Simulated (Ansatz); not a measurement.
Take a crystal in which Ta has been replaced by Au on all its sites, with the cell rescaled by a rough guess (in some cases also distorted within its space group) and nothing relaxed:

```xyz
4
Lattice="1.4019 0.8094 4.9899 -1.4019 0.8094 4.9899 0.0000 -1.6188 4.9899" Properties=species:S:1:pos:R:3 pbc="T T T"
Au    0.0000    0.0000    7.4849
W     0.0000    0.0000    0.0000
C     0.0000    0.0000   10.8676
C     0.0000    0.0000    4.1022
```

These are results of Ansatz, DFT PBE, scalar-relativistic, plane waves, PAW, not measurements.

Settings: cutoff 420 eV, Γ-centred mesh 18×18×18 on the computed 4-atom cell, Gaussian smearing of 0.10 eV; no spin polarisation.

Question: Will this cell want to expand or contract, and how hard?

Answer: The pressure is 208.2 GPa (positive in compression), so the cell would expand.

Question: Is it a metal on this mesh?

Answer: Yes, a band crosses the Fermi level.

Question: What is its energy against the elements in their standard states?

Answer: +3.290 eV/atom at this unrelaxed geometry, with the elements in the same functional.

Spin-orbit coupling is left out, which matters for the bands of heavy elements.